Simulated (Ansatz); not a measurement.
Geometry optimisation, RKS PBE0-D4/STO-3G in Ansatz 0.2.0.

Input:

```yaml
crystal:
  periodic: [false, false, false]
  atoms:
    - { symbol: C, position_ang: [-1.0345, 0.8171, -0.3482] }
    - { symbol: C, position_ang: [0.1387, 0.6499, 0.1201] }
    - { symbol: Al, position_ang: [1.16645, 2.21302, 0.69839] }
    - { symbol: H, position_ang: [-1.6284, 0.0455, -0.696] }
    - { symbol: H, position_ang: [-1.4733, 1.8645, -0.4414] }
    - { symbol: H, position_ang: [0.57511, -0.3574, 0.20997] }
    - { symbol: H, position_ang: [2.68799, 1.98657, 1.31748] }
    - { symbol: H, position_ang: [0.60254, 3.64937, 0.62336] }
basis:
  gaussian: { orbitals: STO-3G }
hamiltonian:
  xc: pbe0
  dispersion: d4
relax:
  f_tol: 0.015
  max_steps: 40
```

Launched with:

```bash
$ ansatz run input.yaml --threads 1 --pin off --max-ram 2048MiB --backend cpu --events-out ev --progress --plain --runs-dir out
```

Where does it end, and by what steps?

It converged. Limits of this set-up: minimal basis. After 6 steps the energy has fallen by 0.622 eV; C2 moved furthest, 0.10 Å.

```json
{"step": "0", "energy less start (eV)": "0.0000", "largest force component (eV/Å)": "5.337", "accepted": "yes"}
{"step": "1", "energy less start (eV)": "-0.5082", "largest force component (eV/Å)": "2.294", "accepted": "yes"}
{"step": "2", "energy less start (eV)": "-0.5022", "largest force component (eV/Å)": "1.835", "accepted": "no"}
{"step": "3", "energy less start (eV)": "-0.6143", "largest force component (eV/Å)": "0.263", "accepted": "yes"}
{"step": "4", "energy less start (eV)": "-0.6199", "largest force component (eV/Å)": "0.151", "accepted": "yes"}
{"step": "5", "energy less start (eV)": "-0.6217", "largest force component (eV/Å)": "0.021", "accepted": "yes"}
{"step": "6", "energy less start (eV)": "-0.6217", "largest force component (eV/Å)": "0.004", "accepted": "yes"}
```

```xyz
8
Properties=species:S:1:pos:R:3
C -1.036 0.855 -0.355
C 0.194 0.724 0.150
Al 1.231 2.201 0.733
H -1.647 0.010 -0.697
H -1.524 1.832 -0.464
H 0.577 -0.304 0.209
H 2.606 1.978 1.286
H 0.634 3.571 0.622
```

Whether the end is a true minimum wasn't checked by a vibrational analysis.

Time of the run: 8 s on 1 thread of Arm Neoverse V1, on a shared host, peak memory 0.097 GiB.
